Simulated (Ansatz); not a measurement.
This Ansatz (an electronic-structure program) input (CCSD(T)/pcseg-1) gives -919.18294 Eh with 36 basis functions. A basis named .json is the Basis Set Exchange file of that set (core-valence sets with the plain set on hydrogen).

Ansatz 0.2 input:
```yaml
crystal:
  periodic: [false, false, false]
  atoms:
    - {symbol: Cl, position_ang: [-0.00000000, -0.00000000, -1.00677069]}
    - {symbol: Cl, position_ang: [0.00000000, 0.00000000, 1.00677069]}
basis:
  gaussian:
    orbitals: pcseg-1.json
magnetization: {spin_polarized: false}
correlation: {method: ccsd_t, electrons: outside_noble_gas}
```

Change:
```diff
- orbitals: pcseg-1.json
+ orbitals: jun-cc-pV_T+d_Z.json
```

Task: What does the run give now?

Result: -919.43598 Eh (CCSD(T)/jun-cc-pV(T+d)Z, 96 functions), a change of -253.04 mEh.
